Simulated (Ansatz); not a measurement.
## C2H6S, singlet: cost against accuracy

Geometry (MP2(full)/6-31G*, from the G2/97 set):

```xyz
9

C     0.0000    1.3667   -0.5855
S     0.0000    0.0000    0.5925
C     0.0000   -1.3667   -0.5855
H     0.0000    2.2967   -0.0145
H     0.8916    1.3457   -1.2164
H    -0.8916    1.3457   -1.2164
H     0.0000   -2.2967   -0.0145
H    -0.8916   -1.3457   -1.2164
H     0.8916   -1.3457   -1.2164
```

Measured, as an electronic atomization energy: 3209.4 kJ/mol (G2/97 heats of formation of molecule and atoms, with zero-point and thermal terms from B3LYP taken off; Curtiss et al., J. Chem. Phys. 106, 1063 (1997), Staroverov et al., J. Chem. Phys. 119, 12129 (2003)). The measured value holds scalar relativity and spin–orbit coupling, which all computed ones lack, and core correlation, which the wave-function levels lack. Atoms are taken at the same level; beside RHF, RMP2 and RCC rows they are unrestricted. Truncated CI is not size-consistent. The atoms' steps beyond CCSDT(Q) are taken from restricted open-shell runs, which share full CI's core. Ansatz 0.2.0; the 6-31G* set has Cartesian d functions; a miss is computed less measured; times are wall times on shared hosts and scatter by a factor of two or so.

```
    level        basis  miss (kJ/mol)      time of the run              hardware
     RMP2       STO-3G          118.4                    –                     –
 RCCSD(T)       STO-3G          183.8               0.21 s          1 CPU thread
RCCSDT(Q)       STO-3G          184.8                1.4 s          1 CPU thread
  RCCSDTQ       STO-3G          184.9                 24 s          1 CPU thread
      PBE       STO-3G          774.5               0.57 s          1 CPU thread
   r2SCAN       STO-3G          687.4                1.1 s          1 CPU thread
    B3LYP       STO-3G          681.0               0.58 s          1 CPU thread
  wB97M-V       STO-3G          799.3                2.5 s          1 CPU thread
   B2PLYP       STO-3G          490.2               0.85 s          1 CPU thread
      RHF        6-31G         -982.4               0.42 s          1 CPU thread
 RCCSD(T)        6-31G         -494.0               0.63 s          1 CPU thread
RCCSDT(Q)        6-31G         -492.6                 13 s          1 CPU thread
      PBE        6-31G          -48.7               0.85 s          1 CPU thread
   r2SCAN        6-31G         -100.3                1.6 s          1 CPU thread
    B3LYP        6-31G         -126.7               0.94 s          1 CPU thread
  wB97M-V        6-31G          -72.5                3.8 s          1 CPU thread
   B2PLYP        6-31G         -255.2                1.3 s          1 CPU thread
 RCCSD(T)       6-31G*         -296.0                1.2 s          1 CPU thread
RCCSDT(Q)       6-31G*         -294.5                4.6 s  H100 + 2 CPU threads
      PBE       6-31G*           43.1               0.88 s          1 CPU thread
   r2SCAN       6-31G*           -3.1                1.8 s          1 CPU thread
  wB97M-V       6-31G*           36.8                4.5 s          1 CPU thread
     RMP2  cc-pV(D+d)Z         -218.5                    –                     –
 RCCSD(T)  cc-pV(D+d)Z         -229.2                2.2 s          1 CPU thread
RCCSDT(Q)  cc-pV(D+d)Z         -227.4                7.5 s  H100 + 2 CPU threads
   r2SCAN  cc-pV(D+d)Z          -32.9                2.4 s          1 CPU thread
    B3LYP  cc-pV(D+d)Z          -65.0                1.5 s          1 CPU thread
  wB97M-V  cc-pV(D+d)Z           -3.8                4.6 s          1 CPU thread
   B2PLYP  cc-pV(D+d)Z         -114.0                2.5 s          1 CPU thread
     RMP2  cc-pV(T+d)Z          -56.1                    –                     –
 RCCSD(T)  cc-pV(T+d)Z          -72.9  3.8 s (with forces)  H100 + 2 CPU threads
      PBE  cc-pV(T+d)Z           41.9                2.7 s  H100 + 2 CPU threads
    B3LYP  cc-pV(T+d)Z          -15.6                4.9 s  H100 + 2 CPU threads
  wB97M-V  cc-pV(T+d)Z           17.5  6.5 s (with forces)  H100 + 2 CPU threads
   B2PLYP  cc-pV(T+d)Z          -30.2                2.9 s  H100 + 2 CPU threads
      RHF  cc-pV(Q+d)Z         -809.2                    –                     –
     RMP2  cc-pV(Q+d)Z           -8.5                    –                     –
      PBE  cc-pV(Q+d)Z           44.3                4.7 s  H100 + 2 CPU threads
   r2SCAN  cc-pV(Q+d)Z           12.1                  4 s  H100 + 2 CPU threads
    B3LYP  cc-pV(Q+d)Z          -11.3                3.1 s  H100 + 2 CPU threads
```

HF's time is that of a plain UHF run. A dash: the level came out of a higher level's run.

A composite of the best parts (restricted reference, at this geometry, which isn't the minimum of the high levels):

```csv
part,kJ/mol
"Hartree–Fock limit (T, Q; exp(−5.46 √X))",2401.31
"CCSD(T) correlation limit (T, Q; X⁻³)",812.49
CCSDT − CCSD(T) (DZ),-0.10
(Q) (DZ),1.92
sum,3215.6
sum less measured,6.2
```
